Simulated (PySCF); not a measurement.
A PySCF script (with the pyscf-properties extension) for the NMR shieldings of SMILES [Li][F], FLi, on a GFN2-xTB geometry:

```python
import basis_set_exchange as bse
import numpy as np
from pyscf import gto, dft
from pyscf.prop import nmr

atoms = """
Li    0.761679   -0.002445   -0.003378
F    -0.758922    0.003713   -0.010770
"""
names = dict.fromkeys(["Li", "F"], "pcSseg-1")
basis = {el: gto.basis.parse(bse.get_basis(n, elements=[el], fmt="nwchem")) for el, n in names.items()}
mol = gto.M(atom=atoms, basis=basis, charge=0, verbose=0)
mf = dft.RKS(mol, xc="PBE0")
mf.grids.level = 2
mf.grids.alignment = dft.numint.BLKSIZE   # the property module wants whole blocks of grid points
mf.conv_tol = 1e-9
mf.kernel()

calc = nmr.RKS(mf)   # GIAO
C = mf.mo_coeff
Co = C[:, mf.mo_occ > 0]
resp = mf.gen_response(singlet=True, hermi=2)
def vind(x):   # induced exchange potential for any number of trial vectors
    d = np.einsum("pi,xij,qj->xpq", C, 2 * x.reshape(-1, C.shape[1], Co.shape[1]), Co, optimize=True)
    return np.einsum("xpq,pi,qj->xij", resp(d - d.transpose(0, 2, 1)), C, Co, optimize=True).ravel()
mo1, _ = nmr.rhf.solve_mo1(calc, with_cphf=vind)
sigma = calc.kernel(mo1)
for i, s in enumerate(sigma):   # ppm
    print("%2d %-2s %9.2f" % (i, mol.atom_pure_symbol(i), np.trace(s) / 3))
```

Question: Give the expected output.

Answer: 
```
 0 Li     87.68
 1 F     303.93
```

These numbers come from an equivalent density-fitted implementation of the same equations, which agrees with the script to about 0.01 ppm for H and up to a few tenths of a ppm for heavy atoms, so last digits may differ.

Size and cost of the density-fitted run: 29 basis functions, about 0.9 core-seconds.
